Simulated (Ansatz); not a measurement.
Energy needed to pull apart BSiH₄F (SMILES B[SiH2]F), closed shell, into free ground-state atoms, from the structure below (displaced at random from a GFN2-xTB minimum); no zero-point or spin–orbit terms; open-shell atoms are treated unrestricted, in their ground-state multiplicity.

```xyz
7
angstrom
B -0.9910 0.3705 -0.5604
Si 0.5755 -0.1023 0.4760
F 0.7462 -1.7132 0.6795
H -1.6954 -0.4743 -1.1058
H -1.2042 1.4266 -0.9579
H 0.5069 0.4972 1.8271
H 1.8304 0.2911 -0.1195
```

Computed with Ansatz 0.2.0 (basis: def2-TZVPP); correlated methods freeze the cores. B3LYP uses VWN-RPA correlation.

```json
{"method": "PBE-D4", "atomization energy (kJ/mol)": "2256"}
{"method": "r2SCAN-D4", "atomization energy (kJ/mol)": "2268"}
{"method": "PBE0-D4", "atomization energy (kJ/mol)": "?"}
{"method": "B3LYP-D4", "atomization energy (kJ/mol)": "2267"}
{"method": "r2SCANh-D4", "atomization energy (kJ/mol)": "2257"}
{"method": "wB97M-V", "atomization energy (kJ/mol)": "2269"}
{"method": "HF", "atomization energy (kJ/mol)": "1766"}
{"method": "MP2", "atomization energy (kJ/mol)": "?"}
{"method": "CCSD", "atomization energy (kJ/mol)": "2189"}
{"method": "CCSD(T)", "atomization energy (kJ/mol)": "2207"}
```

(1) What does PBE0-D4 give? (To be estimated.)

(2) What does MP2 give? (Judge from chemistry; the value comes from the calculation.)

The T1 diagnostic stays at or below 0.012.

## Answers

(1) By the calculation: 2237 kJ/mol, which is about 30 kJ/mol more than CCSD(T)/def2-TZVPP.

(2) Computed: 2229 kJ/mol, which is about 22 kJ/mol more than CCSD(T)/def2-TZVPP.

In triple zeta the MP2 and coupled-cluster atomization energies are still short of their basis limit by a few kcal/mol a bond, whereas those of the functionals are nearly converged, so these differences are not deviations from converged CCSD(T).

For scale, one of the runs: CCSD(T)/def2-TZVPP forces, 160 basis functions (an equivalent command: `ansatz run in.yaml --threads 4`). Hardware: 4 CPU threads, shared host. Wall time 47 s; peak host memory 2.2 GiB.
